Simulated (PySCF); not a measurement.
CH₄O, SMILES CO.

The structure is a stationary point at B3LYP-D3(BJ)/def2-TZVP.

Two levels are set side by side: TDA-PBE/def2-TZVPD (PySCF) and TDA-ωB97X/def2-TZVPD (PySCF). Vertical, same geometry. The lowest singlet is HOMO→LUMO 99 % with PBE and HOMO→LUMO 79 % with the other functional; states are paired by order. Differences are taken from unrounded values.

| quantity | TDA-ωB97X |
|---|---|
| lowest singlet excitation (eV) | 7.08 |
| lowest triplet excitation (TDA) (eV) | 6.81 |

### Question
What does TDA-PBE give, and how far is it from TDA-ωB97X? (An estimate is asked for; the answer gives what the named calculation found.)

### Answer

```tsv
quantity	TDA-PBE	TDA-PBE minus TDA-ωB97X
lowest singlet excitation (eV)	5.92	-1.16
lowest triplet excitation (TDA) (eV)	5.69	-1.12
```

Functionals without exact exchange tend to place singlet excitations lower, as here. Differences between two approximate levels are no errors against the true value.

Rough cost on one machine, each run with all the roots and properties that it gave: TDA-ωB97X against TDA-PBE about 2 times.
